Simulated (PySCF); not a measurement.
PySCF input for CH5N, SMILES CN, B3LYP-D3(BJ)/def2-TZVP. The structure is a stationary point at B3LYP-D3(BJ)/def2-TZVP.

```python
import numpy as np
from pyscf import gto, scf, dft, df
from pyscf.hessian import thermo

mol = gto.M(
    atom='''
    C    -0.70670296   -0.01743633   -0.00000000
    N     0.74920704    0.12039026    0.00000000
    H    -1.11493442    0.48529185    0.87829379
    H    -1.11493442    0.48529185   -0.87829379
    H    -1.07848709   -1.05146681   -0.00000000
    H     1.15206222   -0.32861536    0.81362658
    H     1.15206222   -0.32861536   -0.81362658
    ''',
    basis='def2-TZVP',
    charge=0,
    spin=0,
    max_memory=1600,
    verbose=3,
)
mf = dft.RKS(mol, xc='b3lyp').density_fit(auxbasis='def2-universal-jkfit')
mf.disp = 'd3bj'
mf.grids.level = 3
mf.conv_tol = 1e-11
mf.max_cycle = 100
mf.kernel()

# [left out here: the lines that compute and print the analytic Hessian (its translational invariance restored by hand, since the grid's response is missing), thermochemistry and intensities]
```

Output:

```
converged SCF energy = -95.9056425628256

WARN: DFTD3 does not support analytical Hessian, using finite difference


WARN: Mole.unit (angstrom) is changed to Bohr

Mode                                 0                   1                   2
Irrep
Freq [cm^-1]                      302.5901            829.7521            975.9739
Reduced mass [au]                   1.0296              1.2342              1.0498
Force const [Dyne/A]                0.0555              0.5007              0.5892
Char temp [K]                     435.3598           1193.8285           1404.2091
Normal mode                   x     y     z       x     y     z       x     y     z
       0   C                 0.00  0.00 -0.00   -0.04  0.01 -0.00   -0.00 -0.00  0.06
       1   N                 0.00  0.00 -0.04    0.08  0.08  0.00    0.00  0.00  0.01
       2   H                 0.08 -0.29  0.20   -0.12 -0.10  0.02   -0.45 -0.01 -0.15
       3   H                -0.08  0.29  0.20   -0.12 -0.10 -0.02    0.45  0.01 -0.15
       4   H                 0.00 -0.00 -0.30    0.22 -0.08  0.00   -0.00 -0.00 -0.26
       5   H                -0.04  0.49  0.25   -0.30 -0.49 -0.09    0.42  0.15 -0.12
       6   H                 0.04 -0.49  0.25   -0.30 -0.49  0.09   -0.42 -0.15 -0.12
Mode                                 3                   4                   5
Irrep
Freq [cm^-1]                     1056.9014           1168.7581           1347.2633
Reduced mass [au]                   3.5327              1.3857              1.3517
Force const [Dyne/A]                2.3250              1.1152              1.4456
Char temp [K]                    1520.6458           1681.5827           1938.4119
Normal mode                   x     y     z       x     y     z       x     y     z
       0   C                -0.18 -0.04 -0.00   -0.05  0.12 -0.00   -0.00  0.00  0.12
       1   N                 0.16  0.01 -0.00    0.03 -0.08  0.00    0.00 -0.00 -0.09
       2   H                -0.07  0.06 -0.01   -0.33 -0.23  0.07   -0.30  0.07 -0.06
       3   H                -0.07  0.06  0.01   -0.33 -0.23 -0.07    0.30 -0.07 -0.06
       4   H                -0.33  0.03  0.00    0.53 -0.09 -0.00    0.00 -0.00 -0.26
       5   H                 0.21  0.06  0.01    0.10  0.15  0.07   -0.46 -0.09  0.09
       6   H                 0.21  0.06 -0.01    0.10  0.15 -0.07    0.46  0.09  0.09
Mode                                 6                   7                   8
Irrep
Freq [cm^-1]                     1459.5419           1496.7942           1518.3554
Reduced mass [au]                   1.1598              1.0546              1.0343
Force const [Dyne/A]                1.4557              1.3921              1.4049
Char temp [K]                    2099.9558           2153.5536           2184.5753
Normal mode                   x     y     z       x     y     z       x     y     z
       0   C                -0.11  0.01 -0.00    0.03  0.05  0.00   -0.00  0.00 -0.04
       1   N                -0.01 -0.00  0.00    0.00  0.01  0.00   -0.00  0.00 -0.02
       2   H                 0.51 -0.01  0.28    0.05 -0.49  0.31   -0.32 -0.38  0.05
       3   H                 0.51 -0.01 -0.28    0.05 -0.49 -0.31    0.32  0.38  0.05
       4   H                 0.38 -0.14 -0.00   -0.48  0.19 -0.00   -0.00  0.00  0.67
       5   H                 0.02  0.01 -0.01   -0.01 -0.01 -0.00   -0.08 -0.01  0.01
       6   H                 0.02  0.01  0.01   -0.01 -0.01  0.00    0.08  0.01  0.01
Mode                                 9                  10                  11
Irrep
Freq [cm^-1]                     1665.7852           2964.7978           3058.6177
Reduced mass [au]                   1.0838              1.0591              1.0739
Force const [Dyne/A]                1.7719              5.4853              5.9190
Char temp [K]                    2396.6940           4265.6839           4400.6699
Normal mode                   x     y     z       x     y     z       x     y     z
       0   C                -0.00 -0.02 -0.00   -0.03 -0.06  0.00   -0.03  0.07  0.00
       1   N                 0.07 -0.02  0.00   -0.00 -0.00 -0.00    0.00 -0.00 -0.00
       2   H                 0.05  0.01  0.00    0.06 -0.10 -0.14    0.24 -0.29 -0.54
       3   H                 0.05  0.01 -0.00    0.06 -0.10  0.14    0.24 -0.29  0.54
       4   H                -0.04 -0.01 -0.00    0.29  0.89  0.00   -0.07 -0.20  0.00
       5   H                -0.49  0.25  0.39   -0.00  0.00  0.01   -0.01  0.01 -0.01
       6   H                -0.49  0.25 -0.39   -0.00  0.00 -0.01   -0.01  0.01  0.01
Mode                                12                  13                  14
Irrep
Freq [cm^-1]                     3093.8772           3490.3687           3564.7917
Reduced mass [au]                   1.1032              1.0489              1.0936
Force const [Dyne/A]                6.2218              7.5285              8.1879
Char temp [K]                    4451.4004           5021.8635           5128.9415
Normal mode                   x     y     z       x     y     z       x     y     z
       0   C                -0.00  0.00 -0.09    0.00  0.00  0.00    0.00  0.00  0.00
       1   N                 0.00 -0.00  0.00   -0.04  0.04 -0.00   -0.00  0.00  0.08
       2   H                -0.24  0.32  0.54    0.00 -0.01 -0.01    0.01 -0.01 -0.01
       3   H                 0.24 -0.32  0.54    0.00 -0.01  0.01   -0.01  0.01 -0.01
       4   H                -0.00 -0.00 -0.02    0.00 -0.01 -0.00   -0.00 -0.00 -0.00
       5   H                -0.00  0.01 -0.01    0.27 -0.27  0.57   -0.27  0.30 -0.54
       6   H                 0.00 -0.01 -0.01    0.27 -0.27 -0.57    0.27 -0.30 -0.54
temperature 298.1500 [K]
pressure 101325.00 [Pa]
Rotational constants [GHz] 103.96960 22.78571 21.87956
Symmetry number 1
Zero-point energy (ZPE) 0.06378 [Eh]   167442.312 [J/mol]
                           tot       elec      trans        rot        vib
Entropy [J/mol/K]       240.480      0.000    151.597     81.032      7.851
Cv [J/mol/K]             40.098      0.000     12.472     12.472     15.154
Cp [J/mol/K]             48.412      0.000     20.786     12.472     15.154
Internal energy [J/mol]                      3718.434   3718.434 169025.865
Internal energy [Eh]   -95.83843  -95.90564
Enthalpy [J/mol]                             6197.391   3718.434 169025.865
Enthalpy [Eh]          -95.83749
Gibbs free energy [J/mol]                  -39001.183 -20441.312 166685.168
Gibbs free energy [Eh] -95.86480
static polarisability / bohr^3: [[24.996 -0.037  0.   ]
 [-0.037 21.015  0.   ]
 [ 0.    -0.    22.316]]
largest difference of analytic and finite-field dipole derivatives / e: 0.000248828608500673
mode   freq/cm-1   IR/(km/mol)   Raman/(A^4/amu)   depolarisation
   1      302.59        36.922             0.819            0.750
   2      829.75       167.731             2.143            0.680
   3      975.97         0.059             0.023            0.750
   4     1056.90        10.546             8.649            0.285
   5     1168.76         6.717             2.714            0.448
   6     1347.26         0.026             1.832            0.750
   7     1459.54         1.987             3.471            0.537
   8     1496.79         6.998            15.659            0.633
   9     1518.36         4.055            13.333            0.750
  10     1665.79        24.389             5.460            0.742
  11     2964.80        95.278           153.165            0.168
  12     3058.62        35.966           105.808            0.240
  13     3093.88        32.477            71.072            0.750
  14     3490.37         0.271           114.831            0.100
  15     3564.79         0.619            61.195            0.750
max |gradient| / (hartree/bohr): 6.182262940705285e-05
APT charges: [ 0.3496 -0.4594 -0.028  -0.028  -0.0943  0.1301  0.1301]
```

The calculation finished and met its thresholds.

Cost: roughly 120 core-seconds.
